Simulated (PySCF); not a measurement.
Quinoxaline radical anion, C₈H₆N₂ (charge -1 and doublet state).
Atom-mapped SMILES: `[cH:1]1[cH:2][cH:3][c:4]2[n:5][cH:6][cH:7][n:8][c:9]2[cH:10]1` (hydrogens: H11 on C1; H12 on C2; H13 on C3; H14 on C6; H15 on C7; H16 on C10)

Structure used (PBE0-D3(BJ)/def2-SVP), in Å, numbered top down from 1:
```xyz
16
C8H6N2 angstrom
C      2.1781   -0.8770   -0.2047
C      2.3053    0.4631    0.1612
C      1.1618    1.2459    0.3554
C     -0.1385    0.7165    0.1909
N     -1.2275    1.5088    0.3887
C     -2.4144    0.8951    0.2024
C     -2.5406   -0.4343   -0.1608
N     -1.4901   -1.2551   -0.3664
C     -0.2710   -0.6757   -0.1894
C      0.9062   -1.4347   -0.3766
H      3.0699   -1.4941   -0.3576
H      3.2981    0.9050    0.2971
H      1.2320    2.2992    0.6422
H     -3.3172    1.5055    0.3531
H     -3.5427   -0.8680   -0.2952
H      0.7755   -2.4823   -0.6630
```

The species is quinoxaline radical anion (`c1ccc2nccnc2c1`) [SMILES of the parent framework; charge -1 and doublet state].

Method: PySCF, UKS B3LYP, IGLO-III on C N, pcH-1 on H, non-relativistic, mean-field spin-orbit, GIAO. Whether the extra electron is bound in the gas phase wasn't checked; a finite basis holds it in any case. The SCF solution wasn't tested for stability. No frequencies were computed at this geometry's level, so the symmetric structure isn't shown to be a minimum.

Problem. Predict the first-order ENDOR lines of N5/N8, H13/H16, H14/H15 and H11/H12 under fast tumbling at B = 1208.4 mT (Q band).

Solution. For S = 1/2 in fast tumbling each set of equivalent nuclei gives two lines, ν± = |νn ± a/2| to first order, with νn = g_N μN B/h and μN/h = 7.62259 MHz/T.

| nuclei | isotope | g_N | νn (MHz) | a_iso (MHz) | lower line (MHz) | upper line (MHz) |
| --- | --- | --- | --- | --- | --- | --- |
| N5/N8 | 14N | 0.4038 | 3.72 | 12.89 | 2.73 | 10.16 |
| H13/H16 | 1H | 5.5857 | 51.45 | -10.05 | 46.43 | 56.48 |
| H14/H15 | 1H | 5.5857 | 51.45 | -8.61 | 47.15 | 55.75 |
| H11/H12 | 1H | 5.5857 | 51.45 | -4.22 | 49.34 | 53.56 |

Problem. Which pairs are centred on the nuclear Larmor frequency, and which on half the coupling?

Solution. Centred on νn, since |a| < 2νn: H13/H16, H14/H15 and H11/H12. Centred on |a|/2 and split by 2νn: N5/N8.

Problem. At what field would the lower line of H13/H16 fall to zero frequency?

Solution. Where νn = |a|/2, that is B = 5.03 MHz/(5.5857 × 7.62259 MHz/T) = 118 mT, as far as first order holds there.
